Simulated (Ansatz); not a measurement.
Born–Oppenheimer molecular dynamics of C2H8Si (11 atoms, charge 0, multiplicity 1). It starts from a relaxed structure.

All numbers below come from Ansatz, RKS PBE-D4/def2-SVP.

```
ensemble                      : NVE (velocity Verlet)
time step                     : 0.25 fs
steps asked                   : 166
starting velocities drawn for : 1000 K
masses                        : H 2.014 u
seed                          : 805945
```

Frames 2.5 fs apart, positions in Å, forces in eV/Å.

Velocities at 5 fs (Å/ps):

```
Si 1.94 -1.75 -4.60
C 0.57 -3.55 1.00
H -3.85 -15.01 15.94
H -6.47 10.82 26.49
H -7.09 1.21 -30.22
H -2.60 22.65 -6.81
H -9.63 4.54 24.27
C -1.43 1.76 3.01
H 5.87 12.22 -1.22
H 20.57 9.42 0.93
H -18.69 -10.75 10.86
```

```xyz
11
Properties=species:S:1:pos:R:3:forces:R:3 time_fs=5 energy_less_start_eV=0.598 T=487
Si -0.119 0.040 -0.010 -0.29 1.10 0.97
C 0.088 -0.050 1.895 2.69 0.30 0.21
H -0.806 -0.281 2.463 -1.06 0.54 0.20
H 0.785 -0.874 2.350 -0.45 1.20 -1.10
H 0.564 0.999 2.123 -0.89 -1.55 0.29
H 1.209 0.429 -0.701 -0.51 -0.26 0.27
H -1.118 1.283 -0.204 0.77 -1.04 -0.06
C -0.868 -1.538 -0.641 -1.96 -0.74 0.45
H -1.938 -1.726 -0.117 1.86 0.63 -1.40
H -0.905 -1.434 -1.754 -0.51 -0.40 0.25
H -0.328 -2.473 -0.384 0.35 0.22 -0.09
11
Properties=species:S:1:pos:R:3:forces:R:3 time_fs=7.5 energy_less_start_eV=0.598 T=487
Si -0.115 0.037 -0.020 -0.35 1.07 1.49
C 0.095 -0.058 1.898 0.78 -0.12 0.38
H -0.826 -0.309 2.502 0.01 0.95 -0.66
H 0.765 -0.831 2.400 0.17 0.62 -0.99
H 0.534 0.981 2.054 -0.56 -0.77 0.75
H 1.194 0.481 -0.714 -0.50 -0.35 0.26
H -1.130 1.278 -0.145 0.78 -1.06 -0.19
C -0.875 -1.536 -0.633 -0.71 -0.79 -0.17
H -1.900 -1.686 -0.139 0.69 0.48 -0.97
H -0.862 -1.417 -1.748 -0.66 -0.53 0.28
H -0.369 -2.495 -0.358 0.36 0.50 -0.18
11
Properties=species:S:1:pos:R:3:forces:R:3 time_fs=10 energy_less_start_eV=0.700 T=399
Si -0.111 0.036 -0.027 -0.35 0.62 1.92
C 0.105 -0.067 1.903 -1.43 -0.56 -0.21
H -0.848 -0.308 2.522 0.66 1.04 -1.16
H 0.750 -0.771 2.421 1.15 -0.49 -0.33
H 0.488 0.942 2.007 0.08 0.83 1.10
H 1.165 0.523 -0.719 -0.30 -0.36 0.15
H -1.120 1.242 -0.091 0.53 -0.76 -0.31
C -0.886 -1.537 -0.626 1.94 -0.42 -1.29
H -1.845 -1.632 -0.189 -1.97 0.15 0.22
H -0.838 -1.416 -1.734 -0.70 -0.57 0.07
H -0.400 -2.503 -0.338 0.39 0.51 -0.17
11
Properties=species:S:1:pos:R:3:forces:R:3 time_fs=12.5 energy_less_start_eV=0.743 T=362
Si -0.108 0.036 -0.030 -0.18 -0.16 2.22
C 0.109 -0.079 1.907 -2.07 -0.44 -0.87
H -0.851 -0.278 2.508 0.56 0.71 -1.04
H 0.769 -0.724 2.432 1.59 -1.09 0.16
H 0.444 0.927 1.992 0.40 1.66 1.12
H 1.128 0.555 -0.720 0.05 -0.29 -0.01
H -1.094 1.185 -0.047 -0.04 -0.11 -0.40
C -0.888 -1.540 -0.625 2.73 -0.03 -1.40
H -1.844 -1.574 -0.234 -2.90 0.05 0.69
H -0.836 -1.431 -1.718 -0.58 -0.51 -0.42
H -0.419 -2.497 -0.323 0.42 0.19 -0.04
11
Properties=species:S:1:pos:R:3:forces:R:3 time_fs=15 energy_less_start_eV=0.508 T=563
Si -0.105 0.036 -0.028 0.18 -0.99 2.29
C 0.104 -0.092 1.907 0.10 0.53 -0.80
H -0.840 -0.227 2.466 -0.33 0.11 -0.32
H 0.832 -0.706 2.446 0.56 -0.40 -0.28
H 0.410 0.956 2.010 0.16 0.54 0.80
H 1.092 0.578 -0.721 0.41 -0.17 -0.17
H -1.070 1.124 -0.015 -0.78 0.72 -0.44
C -0.878 -1.544 -0.630 -0.22 0.46 -0.26
H -1.920 -1.514 -0.262 -0.12 -0.10 -0.15
H -0.850 -1.462 -1.715 -0.36 -0.42 -0.82
H -0.425 -2.484 -0.308 0.40 -0.26 0.15
11
Properties=species:S:1:pos:R:3:forces:R:3 time_fs=17.5 energy_less_start_eV=0.639 T=452
Si -0.102 0.034 -0.022 0.40 -1.28 2.06
C 0.100 -0.103 1.902 2.59 1.54 -0.46
H -0.838 -0.172 2.413 -1.24 -0.44 0.46
H 0.911 -0.700 2.450 -0.84 0.36 -0.82
H 0.382 1.000 2.051 -0.03 -0.85 0.33
H 1.068 0.595 -0.727 0.57 -0.12 -0.22
H -1.069 1.085 0.004 -1.20 1.17 -0.44
C -0.868 -1.545 -0.637 -2.21 0.71 -0.11
H -2.002 -1.457 -0.293 1.92 -0.43 -0.52
H -0.875 -1.506 -1.734 -0.14 -0.34 -0.46
H -0.420 -2.479 -0.290 0.17 -0.32 0.19
11
Properties=species:S:1:pos:R:3:forces:R:3 time_fs=20 energy_less_start_eV=0.694 T=404
Si -0.099 0.029 -0.011 0.16 -0.64 1.50
C 0.107 -0.106 1.896 2.44 2.02 0.22
H -0.870 -0.130 2.373 -0.59 -0.77 0.36
H 0.966 -0.685 2.432 -1.47 0.48 -0.83
H 0.353 1.021 2.103 0.04 -1.33 -0.09
H 1.060 0.609 -0.739 0.45 -0.16 -0.13
H -1.101 1.078 0.011 -0.84 0.82 -0.41
C -0.869 -1.543 -0.645 -2.35 0.29 -0.61
H -2.031 -1.413 -0.338 2.30 -0.67 -0.35
H -0.905 -1.559 -1.766 0.11 -0.18 0.33
H -0.411 -2.482 -0.266 -0.26 0.13 0.01
11
Properties=species:S:1:pos:R:3:forces:R:3 time_fs=22.5 energy_less_start_eV=0.550 T=527
Si -0.094 0.024 0.003 -0.33 0.40 0.70
C 0.126 -0.100 1.891 0.30 2.05 0.58
H -0.917 -0.111 2.342 0.84 -0.97 -0.10
H 0.980 -0.657 2.389 -1.08 -0.01 -0.33
H 0.325 1.005 2.152 0.27 -0.87 -0.28
H 1.065 0.618 -0.755 0.16 -0.27 0.06
H -1.158 1.094 0.005 -0.05 0.09 -0.34
C -0.880 -1.540 -0.656 -1.07 -0.33 -0.99
H -1.994 -1.389 -0.393 1.22 -0.68 0.14
H -0.930 -1.617 -1.789 0.35 0.05 0.75
H -0.409 -2.481 -0.242 -0.61 0.55 -0.20
11
Properties=species:S:1:pos:R:3:forces:R:3 time_fs=25 energy_less_start_eV=0.607 T=479
Si -0.091 0.018 0.019 -0.73 1.17 -0.18
C 0.146 -0.083 1.888 -1.96 1.49 -0.01
H -0.942 -0.120 2.308 1.55 -1.02 -0.24
H 0.963 -0.631 2.338 0.12 -0.95 0.48
H 0.306 0.965 2.194 0.52 0.45 -0.13
H 1.075 0.619 -0.769 -0.12 -0.37 0.25
H -1.216 1.114 -0.011 0.61 -0.48 -0.24
C -0.897 -1.538 -0.672 1.70 -0.72 -1.10
H -1.926 -1.384 -0.443 -1.53 -0.33 0.89
H -0.946 -1.675 -1.792 0.52 0.23 0.52
H -0.424 -2.465 -0.224 -0.68 0.52 -0.23
11
Properties=species:S:1:pos:R:3:forces:R:3 time_fs=27.5 energy_less_start_eV=0.715 T=386
Si -0.089 0.016 0.034 -0.98 1.54 -1.04
C 0.158 -0.059 1.885 -2.45 0.35 -0.57
H -0.922 -0.160 2.269 1.22 -0.89 -0.02
H 0.949 -0.632 2.300 0.73 -1.39 0.78
H 0.302 0.939 2.233 0.65 1.67 0.19
H 1.082 0.608 -0.775 -0.26 -0.39 0.35
H -1.257 1.121 -0.035 0.96 -0.72 -0.13
C -0.906 -1.540 -0.693 2.95 -0.34 -0.52
H -1.900 -1.389 -0.468 -3.02 -0.03 1.19
H -0.946 -1.725 -1.780 0.57 0.29 -0.25
H -0.459 -2.435 -0.211 -0.37 -0.09 0.01
11
Properties=species:S:1:pos:R:3:forces:R:3 time_fs=30 energy_less_start_eV=0.486 T=583
Si -0.089 0.016 0.047 -1.10 1.56 -1.76
C 0.158 -0.033 1.880 -0.21 -0.33 -0.04
H -0.869 -0.226 2.229 -0.08 -0.73 0.49
H 0.952 -0.671 2.283 -0.08 -0.52 0.22
H 0.317 0.958 2.276 0.44 1.11 0.07
H 1.082 0.587 -0.772 -0.22 -0.32 0.35
H -1.270 1.106 -0.062 1.00 -0.68 -0.05
C -0.901 -1.543 -0.716 0.20 0.78 0.83
H -1.954 -1.396 -0.460 -0.56 -0.24 0.40
H -0.929 -1.767 -1.775 0.50 0.25 -0.90
H -0.505 -2.408 -0.198 0.10 -0.87 0.39
11
Properties=species:S:1:pos:R:3:forces:R:3 time_fs=32.5 energy_less_start_eV=0.495 T=575
Si -0.091 0.020 0.056 -1.06 1.21 -2.17
C 0.157 -0.009 1.874 1.91 -0.25 0.95
H -0.817 -0.314 2.204 -1.10 -0.53 0.87
H 0.954 -0.725 2.273 -0.78 0.58 -0.34
H 0.344 1.007 2.320 -0.02 -0.43 -0.42
H 1.075 0.556 -0.758 -0.02 -0.18 0.21
H -1.253 1.072 -0.091 0.75 -0.36 -0.01
C -0.896 -1.542 -0.736 -1.83 0.81 1.60
H -2.026 -1.410 -0.439 1.56 -0.34 -0.43
H -0.898 -1.802 -1.795 0.37 0.34 -0.56
H -0.548 -2.405 -0.175 0.22 -0.86 0.30
```

Of the whole run (42 fs, mean temperature of the second half 474 K): The conserved energy stayed within 0.08 meV per atom of its start (net change 0.069 meV per atom), so the integration is sound. A run of 0.042 ps of so small a system gives no equilibrium averages.

Time of the run: 3.2 min on 2 threads of Arm Neoverse V1 (shared host), peak memory 0.11 GiB.
